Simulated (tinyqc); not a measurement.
Extended Hueckel theory, for CH4, step by step. One step of it, computed by the program tinyqc.

Task: Wolfsberg-Helmholz matrix. H_ij = K' S_ij (H_ii + H_jj)/2 for i != j (the diagonal keeps H_ii), with K' = K + D^2 + D^4 (1 - K), D = (H_ii - H_jj)/(H_ii + H_jj), K = 2.

overlap S:
```
           1C 2s     1C 2px     1C 2py     1C 2pz     2H 1s      3H 1s      4H 1s      5H 1s
1C 2s   1.000000   0.000000   0.000000   0.000000  0.517179   0.517179   0.517179   0.517179
1C 2px  0.000000   1.000000   0.000000   0.000000  0.292108   0.292108  -0.292108  -0.292108
1C 2py  0.000000   0.000000   1.000000   0.000000  0.292108  -0.292108   0.292108  -0.292108
1C 2pz  0.000000   0.000000   0.000000   1.000000  0.292108  -0.292108  -0.292108   0.292108
2H 1s   0.517179   0.292108   0.292108   0.292108  1.000000   0.166495   0.166495   0.166495
3H 1s   0.517179   0.292108  -0.292108  -0.292108  0.166495   1.000000   0.166495   0.166495
4H 1s   0.517179  -0.292108   0.292108  -0.292108  0.166495   0.166495   1.000000   0.166495
5H 1s   0.517179  -0.292108  -0.292108   0.292108  0.166495   0.166495   0.166495   1.000000
```

diagonal H_ii (eV): 1C 2s -21.400000, 1C 2px -11.400000, 1C 2py -11.400000, 1C 2pz -11.400000, 2H 1s -13.600000, 3H 1s -13.600000, 4H 1s -13.600000, 5H 1s -13.600000

K = 2.000000

Give: H.

Result:

H (eV):
```
           1C 2s    1C 2px    1C 2py    1C 2pz     2H 1s     3H 1s     4H 1s     5H 1s
1C 2s   -21.4000    0.0000    0.0000    0.0000  -18.5285  -18.5285  -18.5285  -18.5285
1C 2px    0.0000  -11.4000    0.0000    0.0000   -7.3308   -7.3308    7.3308    7.3308
1C 2py    0.0000    0.0000  -11.4000    0.0000   -7.3308    7.3308   -7.3308    7.3308
1C 2pz    0.0000    0.0000    0.0000  -11.4000   -7.3308    7.3308    7.3308   -7.3308
2H 1s   -18.5285   -7.3308   -7.3308   -7.3308  -13.6000   -4.5287   -4.5287   -4.5287
3H 1s   -18.5285   -7.3308    7.3308    7.3308   -4.5287  -13.6000   -4.5287   -4.5287
4H 1s   -18.5285    7.3308   -7.3308    7.3308   -4.5287   -4.5287  -13.6000   -4.5287
5H 1s   -18.5285    7.3308    7.3308   -7.3308   -4.5287   -4.5287   -4.5287  -13.6000
```
